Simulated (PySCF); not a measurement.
Adding and removing an electron: LiH

RHF-CCSD(T); PySCF, no relativity, basis sets Li def2-SVPD, H def2-SVPD. Neutral (RHF): singlet (closed shell), Re = 1.605 Å, ωe = 1401 cm⁻¹, De = 2.38 eV.

LiH⁺ (UHF): doublet (σ ↑), Re = 2.266 Å, ωe = 357 cm⁻¹, De = 0.11 eV to Li⁺ + H. The energies at the minima are -8.01487 hartree for LiH and -7.73839 for LiH⁺.

(1) Work out the adiabatic ionisation energy, without and with harmonic zero-point energies (1 hartree = 27.2114 eV, 1 eV = 8065.5 cm⁻¹), and the change of the bond length.

Correlated steps freeze no core orbitals. Weak bonds: LiH⁺. Basis-set superposition, not corrected here, can be much of De in a small basis, most of all at correlated wavefunction levels. For an ion De counts to the pair picked by the measured ionisation energies or electron affinities, which need not be the lowest pair at this level. Where the molecule has an RHF reference, its open-shell atoms are computed with UHF. States were picked by a PBE0 search and need not be the measured ground states.

Neutral and ion stand on different kinds of reference determinant, which adds to the error of the difference.

## Answers

(1) At CCSD(T): 0.27648 hartree = 7.523 eV between the minima; the zero-point term (357.0 − 1401.0)/2 cm⁻¹ = -0.065 eV makes it 7.459 eV. Re changes by +66.1 pm against the neutral. The electron leaves a σ orbital, and the ion is left as a loose complex of an ion and an atom.
